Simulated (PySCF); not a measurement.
**Telling isomers of C₅H₇F apart by NMR**

PySCF calculation with GFN2-xTB structure, shielding tensors at PBE0/pcSseg-1 (GIAO) and J: B3LYP/pcJ-1 (spin–dipole term left out of most H,H and C,H couplings); a single conformation, non-relativistic, gas phase, rapidly exchanging positions averaged.

Shifts are taken against calculated references (same method and geometry level): TMS for ¹H (σref 31.72), ¹³C (σref 186.93). Multiplet labels drop J under 1 Hz and among equivalent protons, and merge close values. Unscaled 3J(H,H) run several per cent high. Vicinal couplings that depend on rotamer populations or ring flexing (ring, CH–CH, X–H and H–F types) are those of the one conformer. One-bond C–F couplings are unscaled and too large by tens of Hz. Shifts are as computed. Against solution values, carbons near 30 ppm lie about +3 ppm off and those near 130 ppm about +5 ppm. Of 1211 compounds with measured shifts, 218 miss one by over three times the rms of a fit or turn the order of signals round; such compounds aren't used in these exercises.

(1) Tabulate the signals of `FC=C1CCC1`, `C=C(C)/C=C\F` and their relative energies.

(2) What is the quickest way to tell FC=C1CCC1 from C=C(C)/C=C\F?

Results:

(1) 
| SMILES | carbon types | δC | δH | E rel. (kcal/mol) |
| --- | --- | --- | --- | --- |
| FC=C1CCC1 | 1×C 1×CH 3×CH2 | 153.2, 125.8, 26.2, 25.3, 16.7 | 6.78 (d of quint, 1H), 2.95 (m, 2H), 2.81 (m, 2H), 2.04 (m, 2H) | 6.6 |
| C=C(C)/C=C\F | 1×C 2×CH 1×CH2 1×CH3 | 157.7, 148.1, 122.2, 120.5, 25.2 | 6.71 (ddt, 1H), 5.45 (dd, 1H), 5.12 (d of quint, 1H), 5.12 (d of quint, 1H), 2.23 (dt, 3H) | 0.0 |

Energies are electronic energies at PBE0/pcSseg-1 on these geometries, without zero-point or thermal terms, each for the one conformer computed, which needn't be the lowest.

(2) Both give the same number of carbon signals, but DEPT or the intensities differ. The first has an allylic sp3 CH2 at 26.2 ppm, the second a terminal =CH2 carbon at 122.2 ppm. Their most deshielded carbons lie at 153.2 and 157.7 ppm.
